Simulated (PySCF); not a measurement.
**A diatomic session: HCl**

What are the lowest state that PBE0 finds, the bond length, vibrational wavenumber and bond energy of HCl, and how much do these hang on the method?

Program: PySCF 2.14.0. Level of theory: H pcseg-2, Cl pcseg-2, no relativity. These are calculated values, not measurements.

**1. The job**

Settings of the job:

| Quantity | Value |
| --- | --- |
| atoms | H, Cl |
| charge | 0 |
| basis | H pcseg-2, Cl pcseg-2 |
| Hamiltonian | no relativity |
| basis functions | 48 |
| electrons treated | 18 |
| masses in u | 1.0078, 34.9689 |
| levels | PBE0, PBE, r²SCAN, MN15, LDA, B2PLYP, HF, MP2, SCS-MP2, CCSD, CCSD(T) |
| grid | 80 radial by 434 angular points |
| occupations | held fixed by the projection of orbital angular momentum |
| dissociation limit | H + Cl, each in its ground configuration |
| starting distance in angstrom | 1.290 |
| values of 2S to try | 0, 2 |

Launch:

```bash
$ OMP_NUM_THREADS=1 python dia.py task.json out
```

The runs that follow: First curve: PBE0; Other states along the same grid; PBE; r²SCAN; MN15; LDA (local density); B2PLYP (double hybrid); RHF (mean field); Adding correlation.

What does the calculation give? Wanted: for each run, Re; ωe; De; μ.

The runs gave:

Lowest PBE0 solution found, without spin–orbit coupling: ¹Σ⁺ (singlet), closed shell. The other levels ran on it alone.

| level | Re (Å) | ωe (cm⁻¹) | De (eV) | μ (D) |
| --- | --- | --- | --- | --- |
| RHF | 1.265 | 3131 | 3.33 | -1.30 |
| RHF-MP2 | 1.269 | 3065 | 4.54 | n/a |
| RHF-SCS-MP2 | 1.270 | 3048 | 4.53 | n/a |
| RHF-CCSD | 1.271 | 3030 | 4.48 | n/a |
| RHF-CCSD(T) | 1.273 | 3014 | 4.53 | n/a |
| LDA | 1.292 | 2880 | 5.19 | -1.32 |
| PBE | 1.290 | 2888 | 4.59 | -1.26 |
| r²SCAN | 1.280 | 2964 | 4.59 | -1.29 |
| PBE0 | 1.279 | 2990 | 4.53 | -1.28 |
| MN15 | 1.273 | 3017 | 4.61 | -1.32 |
| B2PLYP | 1.276 | 2990 | 4.52 | -1.28 |

De is counted to H + Cl in their ground configurations. A positive dipole means H(−)Cl(+).

Differences from CCSD(T) in the same basis:

| level | Re (mÅ) | ωe (%) |
| --- | --- | --- |
| RHF | -8 | +3.9 |
| RHF-MP2 | -4 | +1.7 |
| RHF-SCS-MP2 | -2 | +1.1 |
| RHF-CCSD | -1 | +0.5 |
| LDA | +19 | -4.4 |
| PBE | +17 | -4.2 |
| r²SCAN | +7 | -1.7 |
| PBE0 | +6 | -0.8 |
| MN15 | 0 | +0.1 |
| B2PLYP | +3 | -0.8 |

Against CCSD(T) in the same basis, the bond length is nearest at MN15 (0 mÅ) and farthest at LDA (+19 mÅ); the wavenumber is nearest at MN15 (+0.1 %) and farthest at LDA (-4.4 %). Hartree–Fock makes the bond too short and too stiff against this reference, as it mostly does. PBE has the long and soft bond that GGAs tend to give. Of the levels with a De here, RHF gives the least (3.33 eV) and LDA the most (5.19 eV).

Correlated steps freeze 5 core orbitals. B2PLYP dipoles, levels and charges come from its SCF part alone.
